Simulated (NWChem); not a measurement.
**C2H5O− (ethanolate): levels of theory compared**

We compute a comparison of 6 runs (HF/3-21G, B3LYP/6-31G*, M06-2X/def2-SVPD, SVWN5/def2-SVPD, r2SCAN/def2-SVPD) of C2H5O− (ethanolate). 

Program for the calculation: NWChem 7.3.0.

4 further runs of the same task are left out: 1 that didn't finish, 3 set aside as unsound or not needed. Runs told in other sessions of the task aren't counted.

### Step 1. The molecule

C2H5O−: 8 atoms, total charge -1, spin state singlet. SMILES: `CC[O-]`. Geometry: relaxed at PBE0-D4/def2-TZVPD.

Bond lengths: C1–C2 1.548 Å, C2–O3 1.325 Å, C1–H4 1.103 Å, C1–H5 1.097 Å, C1–H6 1.097 Å, C2–H7 1.138 Å, C2–H8 1.138 Å. Some angles: C1–C2–O3 114.4°, C1–C2–H7 104.5°, C1–C2–H8 104.5°, O3–C2–H7 114.8°, O3–C2–H8 114.8°, C2–C1–H4 112.2°, C2–C1–H5 109.5°, C2–C1–H6 109.5°, H7–C2–H8 102.5°, H4–C1–H5 108.9°.

### Step 2. Energy and gradient at HF/3-21G (run 1)

Input file work.nw:

```
start work
memory total 2200 mb
charge -1

geometry units atomic noautosym nocenter noautoz
   C     -0.83276451     1.08865232    -0.48756824
   C      0.86094033    -1.08428706     0.49501376
   O      3.20584478    -0.39848655     1.04549098
   H     -2.76610551     0.44289511    -0.92371703
   H      0.00642507     1.90240619    -2.19924437
   H     -0.93104916     2.59026650     0.93787108
   H      0.69819711    -2.61536206    -1.00595791
   H     -0.24146920    -1.92612225     2.13807393
end

basis spherical bse
   * library 3-21G
end

scf
   singlet
   rhf
   thresh 1e-08
   maxiter 80
end

task scf gradient
```

Run with:

```sh
$ nwchem work.nw > work.out
```

The program printed:

```text
[...]
  functions       =    37
[...]
  wavefunction    = RHF
[...]
         Total SCF energy =   -152.553640660586
      One-electron energy =   -362.202100628317
      Two-electron energy =    135.236842601602
 Nuclear repulsion energy =     74.411617366129
        Time for solution =      1.3s
[...]
                         RHF ENERGY GRADIENTS
    atom               coordinates                        gradient
                 x          y          z           x          y          z
   1 C      -0.832765   1.088652  -0.487568    0.014679  -0.011041   0.006799
   2 C       0.860940  -1.084287   0.495014   -0.002946   0.018868  -0.005018
   3 O       3.205845  -0.398487   1.045491   -0.018818  -0.009942  -0.003445
   4 H      -2.766106   0.442895  -0.923717   -0.005626  -0.003611  -0.000888
   5 H       0.006425   1.902406  -2.199244    0.001913   0.002835  -0.005584
   6 H      -0.931049   2.590267   0.937871   -0.000995   0.004976   0.004153
   7 H       0.698197  -2.615362  -1.005958    0.007202  -0.001998  -0.002374
   8 H      -0.241469  -1.926122   2.138074    0.004591  -0.000086   0.006357
[...]
```

Wall time 2.2 s (1 thread of Intel Xeon Platinum 8259CL at 2.50GHz (Skylake/Cascade Lake), shared host); peak memory 0.1 GiB.

### Step 3. Energy and gradient at B3LYP/6-31G(d) (spherical functions) (run 2)

Input file mol.nw:

```
start mol
memory 2200 mb
charge -1

geometry noautosym nocenter noautoz
  C    -0.440680    0.576090   -0.258010
  C     0.455590   -0.573780    0.261950
  O     1.696460   -0.210870    0.553250
  H    -1.463760    0.234370   -0.488810
  H     0.003400    1.006710   -1.163790
  H    -0.492690    1.370710    0.496300
  H     0.369470   -1.383990   -0.532330
  H    -0.127780   -1.019260    1.131420
end

basis spherical bse
  * library 6-31G*
end

dft
  xc b3lyp
  grid xfine
  convergence energy 1e-08
  iterations 100
  mulliken
  noprint "final vectors analysis"
end

task dft gradient
```

Run with:

```sh
$ nwchem mol.nw > mol.out
```

The program printed:

```text
[...]
          Wavefunction type:  closed shell.
          No. of atoms     :     8
          No. of electrons :    26
[...]
          Charge           :    -1
          Spin multiplicity:     1
[...]
          AO basis - number of functions:    52
[...]
              XC Information
              --------------
                         B3LYP Method XC Potential
                     Hartree-Fock (Exact) Exchange  0.200
                        Slater Exchange Functional  0.800 local
                    Becke 1988 Exchange Functional  0.720 non-local
              Lee-Yang-Parr Correlation Functional  0.810
                  VWN I RPA Correlation Functional  0.190 local
[...]
 d= 0,ls=0.0,diis     1   -154.2597727187 -2.29D+02  3.31D-02  9.62D-01     4.8
[...]
 d= 0,ls=0.0,diis    10   -154.3927404183 -2.04D-10  5.61D-07  5.31D-10    30.9
         Total DFT energy =     -154.392740418280
      One electron energy =     -363.470729311174
           Coulomb energy =      156.267850299534
    Exchange-Corr. energy =      -21.601484131841
 Nuclear repulsion energy =       74.411622725201
[...]
      Total Density - Mulliken Population Analysis
     ---------------------------------------------
    Atom       Charge   Shell Charges
 -----------   ------   -------------------------------------------------------
    1 C    6     6.40   2.00  0.68  2.08  0.59  1.01  0.04
    2 C    6     5.85   2.00  0.68  1.99  0.44  0.66  0.09
    3 O    8     8.75   2.00  0.89  2.88  0.99  1.98  0.02
    4 H    1     0.98   0.53  0.45
    5 H    1     0.93   0.53  0.40
    6 H    1     0.93   0.53  0.40
    7 H    1     1.08   0.54  0.54
    8 H    1     1.08   0.54  0.54
[...]
  wavefunction    = closed shell
                         DFT ENERGY GRADIENTS
    atom               coordinates                        gradient
                 x          y          z           x          y          z
   1 C      -0.832764   1.088652  -0.487568    0.003890   0.000564   0.001031
   2 C       0.860940  -1.084287   0.495014   -0.023992  -0.003380  -0.006431
   3 O       3.205845  -0.398487   1.045491    0.002962  -0.001933   0.001309
   4 H      -2.766105   0.442895  -0.923717    0.004259  -0.001429   0.001587
   5 H       0.006425   1.902406  -2.199244   -0.000828  -0.001488   0.001793
   6 H      -0.931049   2.590266   0.937871    0.000072  -0.002142  -0.001215
   7 H       0.698197  -2.615362  -1.005958    0.005505   0.005868   0.005358
   8 H      -0.241469  -1.926122   2.138074    0.008131   0.003939  -0.003431
[...]
```

It took 37 s on 1 thread of Intel Xeon Platinum 8259CL at 2.50GHz (Skylake/Cascade Lake), shared host; peak memory 0.14 GiB.

Runs 3 to 5 aren't shown in full; the table further down has their settings and results.

### Step 4. Energy and forces at r2SCAN/def2-SVPD (run 6)

Input file calc.xyz:

```xyz
8

C     -0.440680     0.576090    -0.258010
C      0.455590    -0.573780     0.261950
O      1.696460    -0.210870     0.553250
H     -1.463760     0.234370    -0.488810
H      0.003400     1.006710    -1.163790
H     -0.492690     1.370710     0.496300
H      0.369470    -1.383990    -0.532330
H     -0.127780    -1.019260     1.131420
```

Input file run.py:

```python
from ase.io import read
from ase.calculators.nwchem import NWChem

molecule = read('calc.xyz')

calc = NWChem(
    label='calc',
    theory='dft',
    memory='2200 mb',
    basis='def2-SVPD',
    basispar='spherical bse',
    charge=-1,
    dft={'xc': 'r2scan', 'mult': '1', 'grid': 'fine', 'convergence': 'energy 1e-08', 'iterations': '100', 'mulliken': None},
)
molecule.calc = calc

forces = molecule.get_forces()
e = molecule.get_potential_energy()
print(f"E = {e:.6f} eV")
print("forces (eV/A):")
for s, f in zip(molecule.symbols, forces):
    print(f"{s:2s} {f[0]:10.5f} {f[1]:10.5f} {f[2]:10.5f}")
print("dipole (e A):", molecule.get_dipole_moment().round(4))
```

Run with:

```sh
$ export ASE_NWCHEM_COMMAND="nwchem PREFIX.nwi > PREFIX.nwo"
$ python run.py
```

The program printed:

```text
E = -4196.800328 eV
forces (eV/A):
C     0.03214   -0.08469    0.02859
C     0.07734    0.14717   -0.00910
O     0.26066    0.07754    0.06088
H    -0.24785   -0.07081   -0.05857
H     0.10300    0.09986   -0.20805
H    -0.01100    0.18317    0.17314
H    -0.04731   -0.22009   -0.19371
H    -0.16697   -0.13215    0.20682
dipole (e A): [-1.2204  0.1972 -0.408 ]
```

The calculator wrote calc.nwi:

```
title "calc"

permanent_dir calc

scratch_dir calc

start calc

geometry units angstrom nocenter noautosym noautoz
  C  -4.4068000000000002e-01 5.7608999999999999e-01 -2.5801000000000002e-01
  C  4.5558999999999999e-01 -5.7377999999999996e-01 2.6195000000000002e-01
  O  1.6964600000000001e+00 -2.1087000000000000e-01 5.5325000000000002e-01
  H  -1.4637600000000000e+00 2.3436999999999999e-01 -4.8881000000000002e-01
  H  3.3999999999999998e-03 1.0067100000000000e+00 -1.1637900000000001e+00
  H  -4.9269000000000002e-01 1.3707100000000001e+00 4.9630000000000002e-01
  H  3.6947000000000002e-01 -1.3839900000000001e+00 -5.3232999999999997e-01
  H  -1.2778000000000000e-01 -1.0192600000000001e+00 1.1314200000000001e+00
end

charge -1

memory 2200 mb

basis spherical bse noprint
   * library def2-SVPD
end

dft
  xc r2scan
  mult 1
  grid fine
  convergence energy 1e-08
  iterations 100
  mulliken
end

task dft gradient
```

calc.nwo:

```text
Northwest Computational Chemistry Package (NWChem) 7.3.0
             --------------------------------------------------------

           Job information
           ---------------

    nwchem branch   = 7.3.0
    use scalapack   = T
    input           = calc.nwi
    prefix          = calc.
    data base       = calc/calc.db
    status          = startup
    nproc           =        1

           Memory information
           ------------------

    heap     =     72089600 doubles =      550.0 Mbytes
    stack    =     72089597 doubles =      550.0 Mbytes
    global   =    144179200 doubles =     1100.0 Mbytes (distinct from heap & stack)
    total    =    288358397 doubles =     2200.0 Mbytes
    verify   = yes
    hardfail = no

[... 107 lines left out ...]
  convergence criterion.
[... 37 lines left out ...]
          Spatial weights used:  Erf1
[... 77 lines left out ...]
         Total DFT energy =     -154.229568614512
[... 3 lines left out ...]
 Nuclear repulsion energy =       74.411622725201
[... 796 lines left out ...]
          Convergence on gradient requested:  5.00D-04
[... 24 lines left out ...]
          total energy or number of iterations.
[... 26 lines left out ...]
                         DFT ENERGY GRADIENTS

    atom               coordinates                        gradient
                 x          y          z           x          y          z
   1 C      -0.832764   1.088652  -0.487568   -0.000625   0.001647  -0.000556
   2 C       0.860940  -1.084287   0.495014   -0.001504  -0.002862   0.000177
   3 O       3.205845  -0.398487   1.045491   -0.005069  -0.001508  -0.001184
[... 4 lines of this table left out ...]
   8 H      -0.241469  -1.926122   2.138074    0.003247   0.002570  -0.004022

                 ----------------------------------------
                 |  Time  |  1-e(secs)   |  2-e(secs)   |
                 ----------------------------------------
                 |  CPU   |       0.01   |       5.66   |
                 ----------------------------------------
                 |  WALL  |       0.01   |       5.66   |
                 ----------------------------------------

 Task  times  cpu:       55.1s     wall:       55.1s
 Total times  cpu:       55.2s     wall:       55.2s
```

Run time: 57 s. Hardware: 1 thread of Intel Xeon Platinum 8259CL at 2.50GHz (Skylake/Cascade Lake), shared host; peak memory 0.12 GiB.

### Step 5. Overview of the runs

| run | level | iteration cap | module | energy (Eh) | HOMO energy (eV) | LUMO energy (eV) | HOMO–LUMO gap (eV) | wall time |
| --- | --- | --- | --- | --- | --- | --- | --- | --- |
| 1 | HF/3-21G | 80 | scf | -152.553641 | -1.32 | 12.93 | 14.25 | 2.2 s |
| 2 | B3LYP/6-31G* (spherical functions) | 100 | dft | -154.392740 | – | – | – | 37 s |
| 3 | B3LYP/6-31G* (Cartesian functions) | 100 | dft | -154.396460 | 2.09 | 8.18 | 6.09 | 41 s |
| 4 | M06-2X/def2-SVPD | 100 | dft | -154.237817 | -0.93 | 5.50 | 6.42 | 58 s |
| 5 | SVWN5/def2-SVPD | 100 | dft | -153.038323 | 1.58 | 4.35 | 2.77 | 35 s |
| 6 | r2SCAN/def2-SVPD | 100 | dft | -154.229569 | 1.58 | 5.14 | 3.56 | 57 s |

### Step 6. Summary of results

| quantity | value |
| --- | --- |
| run 6: total energy | -154.22957 Eh |
| run 6: HOMO energy | 1.58 eV |
| run 6: LUMO energy | 5.14 eV |
| run 6: HOMO–LUMO gap (to an unbound level, set by the basis) | 3.56 eV |
| run 6: largest force on an atom | 0.297 eV/Å |

Over runs 1, 3, 4, 5, 6 the HOMO–LUMO gap runs from 2.77 eV (SVWN5/def2-SVPD) to 14.25 eV (HF/3-21G). The two ends differ in method and basis. The empty levels of an anion lie above zero and hang on the basis. Totals of different functionals can't be ranked against each other. In runs 3, 5, 6 the HOMO lies above zero, from self-interaction, a short basis or an electron that isn't bound. All runs together took 3.8 min, the longest 58 s.
